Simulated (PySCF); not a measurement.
**Excitation energies in several basis sets**

Silicon monosulfide, SiS.
SMILES with atom numbers: `[Si-:1]#[S+:2]`

Geometry (PBE0-D3(BJ)/def2-SVP, Å), atoms numbered from 1 in this order:
```
atom  x, y, z in Å
Si1    0.973   -0.008   -0.003
S2    -0.967    0.011   -0.025
```

TDDFT with PBE0 (PySCF), vertical singlets, core orbitals frozen in the response, spherical d and f functions. Geometry: PBE0-D3(BJ)/def2-SVP; no solvent, vibrations or thermal averaging.

| basis | functions | diffuse | S1 (eV) | S2 (eV) | S3 (eV) | S4 (eV) | S5 (eV) | LUMO (eV) | α (au) |
| --- | --- | --- | --- | --- | --- | --- | --- | --- | --- |
| 6-31G* | 36 | no | 4.11 | 4.38 | 4.38 | 4.45 | 4.45 | -2.40 | 38.4 |
| def2-SVP | 36 | no | 4.16 | 4.44 | 4.44 | 4.50 | 4.50 | -2.25 | 36.6 |
| 6-31+G* | 44 | yes | 4.10 | 4.36 | 4.36 | 4.43 | 4.43 | -2.48 | 41.9 |
| def2-SVPD | 51 | yes | 4.15 | 4.40 | 4.40 | 4.51 | 4.51 | -2.42 | 49.0 |
| aug-cc-pVDZ | 54 | yes | 4.12 | 4.37 | 4.37 | 4.45 | 4.45 | -2.41 | 48.8 |
| def2-TZVP | 74 | no | 4.09 | 4.32 | 4.32 | 4.41 | 4.41 | -2.35 | 43.3 |
| def2-TZVPD | 89 | yes | 4.09 | 4.32 | 4.32 | 4.41 | 4.41 | -2.40 | 49.7 |
| aug-cc-pVTZ | 100 | yes | 4.10 | 4.33 | 4.33 | 4.41 | 4.41 | -2.41 | 49.6 |

Problem. Compare the sets with the largest diffuse one.

Solution. States are compared by their number. Against the largest diffuse basis here (aug-cc-pVTZ, itself not a converged limit), sets without diffuse functions differ by up to 0.06 eV in S1 and 0.09 eV in S5; the smaller diffuse sets differ by up to 0.06 and 0.10 eV. State by state, the largest deviation of a set without diffuse functions is S1 0.06, S2 0.11, S3 0.11, S4 0.09, S5 0.09 eV. The same number needn't mean the same state in each row. Against aug-cc-pVTZ the polarisability deviates by -23% in 6-31G*, -26% in def2-SVP, -15% in 6-31+G*, -1% in def2-SVPD, -2% in aug-cc-pVDZ, -13% in def2-TZVP, 0% in def2-TZVPD.
